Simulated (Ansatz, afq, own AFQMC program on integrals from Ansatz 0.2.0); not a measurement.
Integrals from Ansatz 0.2.0, then the random walk in our own AFQMC program (afq).

```yaml
crystal:
  periodic: [false, false, false]
  atoms:
    - {symbol: Si, position_ang: [0.000000, 0.074574, 1.524925]}
    - {symbol: Ge, position_ang: [0.000000, -0.006445, -0.640181]}
    - {symbol: H, position_ang: [0.000000, -0.307349, 2.968212]}
    - {symbol: H, position_ang: [0.000000, -1.306134, 0.677331]}
basis:
  gaussian: {orbitals: cc-pVDZ}
total_charge: 1
magnetization: {spin_polarized: true, initial_magnetization: 1}
correlation: {method: ccsd_t, electrons: outside_noble_gas, hamiltonian_folder: ham}
```

```sh
$ ansatz run in.yaml --threads 1 --pin off --events-out ev --progress --plain --max-ram 16896MiB --backend cuda --devices 0, --max-vram 18GiB
```

Options of the walk:

```
--method phaseless --trial cisd --walkers 4000 --populations 20 --least-time 60 --time-step 0.005 --steps-per-block 50 --equilibration-blocks 28 --max-blocks 4000 --target-error 0.00018 --factor-cut 1e-05 --start spin_pure --seed 9811 --release-times 0.24,0.51,0.99,1.62,2.4 --release-step 0.03 --release-every 3 --taylor-order 6
```

Times are imaginary, in 1/Eh. The walk had a cap of 122 s. With eight or more populations the least sampling time is a fifth of least-time, and the error comes from their spread. Filled inner d shells are frozen with the cores.

Log:

```
orbitals 36  electrons 5 4  factors 285 of 599
reference energy -2365.08628999 Eh
CCSD correlation -0.18114289 Eh in 12 cycles, weight of the determinant in the CISD state 0.8683
energy of the start -2365.267032 Eh
 block  time / (1/Eh)  mean weight  energy / Eh
     1     0.250  1.0002  -2365.264956
     2     0.500  0.9998  -2365.265666
     3     0.750  0.9999  -2365.267140
     4     1.000  1.0002  -2365.268757
     5     1.250  0.9997  -2365.269876
    12     3.000  0.9998  -2365.274715
    19     4.750  1.0000  -2365.276580
    26     6.500  1.0001  -2365.275981
    29     7.250  1.0002  -2365.277244
    33     8.250  1.0000  -2365.275596
    40    10.000  1.0000  -2365.276189
    47    11.750  1.0001  -2365.276501
    54    13.500  1.0002  -2365.276643
    61    15.250  1.0002  -2365.275837
    68    17.000  1.0003  -2365.275626
    74    18.500  0.9998  -2365.274972
    75    18.750  1.0002  -2365.275439
    78    19.500  1.0000  -2365.276474
error from the spread of 20 populations
released: time / (1/Eh)  energy / Eh  error  mean overlap
  0.24  -2365.276299  0.000094  1.0026
  0.51  -2365.276442  0.000106  1.0001
  0.99  -2365.276603  0.000121  1.0000
  1.62  -2365.276609  0.000082  0.9974
  2.40  -2365.276523  0.000081  1.0001
energy -2365.276245 +/- 0.000116 Eh
(rows thinned)
```

The run passed its tests (sampling time, drift between the halves within three errors, error under three times the target), which doesn't prove that it has relaxed.

Against this walk (error 3.2 meV) on the same determinant: CCSD(T) 39.7 meV higher, CCSDT(Q) 13.5 meV lower. The error is statistical and leaves out the bias of the constraint. Released to 2.40 1/Eh the energy moves by -8 ± 4 meV (both errors), within twice the noise.

Cautions: constraint bias not in the error; no relativity below Rb; no spin-orbit coupling; inner d shell frozen.

The walk took 21 s on 1 × NVIDIA H100 80GB HBM3 with 2 threads of AMD EPYC 7R13 Processor (Zen 3), with other jobs on the host (the card was shared). The log's last line is the phaseless energy.

CCSDT and higher add their correlation energy to the determinant of the CCSD(T) run, since their own runs factorise the integrals more tightly (a shift of under 2 meV). A walk keeps the symmetry of its determinant, which the program's search chose and which needn't be the lowest solution, so a lower state of the same spin and another symmetry isn't excluded.
